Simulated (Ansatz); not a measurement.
Basis-set extrapolation for C2H7NO2, SMILES `NC(O)CO` (PBE0-D4/def2-TZVP geometry, frozen core, Ansatz 0.2.0). Multiplicity 1, RHF reference.

```tsv
	def2-TZVPP	def2-QZVPP
HF	-284.097197	-284.110681
MP2 correlation	-1.042246	-1.119357
CCSD(T) correlation	-1.112082	not run
```

Energies in hartree. Use E(X) = E(∞) + A·exp(−7.88·√X) for Hartree–Fock and E(X) = E(∞) + B·X^(−2.97) for correlation, with X = 3 and 4, and add CCSD(T) minus MP2 of the smaller set to the MP2 limit.

What is the CCSD(T) energy at the basis-set limit?

HF limit: -284.110681 + (-0.013484) × 0.13774 = -284.11254. MP2 limit: -1.119357 + (-0.077111) × 0.74074 = -1.17648. Higher-order term: -1.112082 − (-1.042246) = -0.06984. Total: -285.35886 hartree, 392.7 kJ/mol below CCSD(T)/def2-TZVPP.
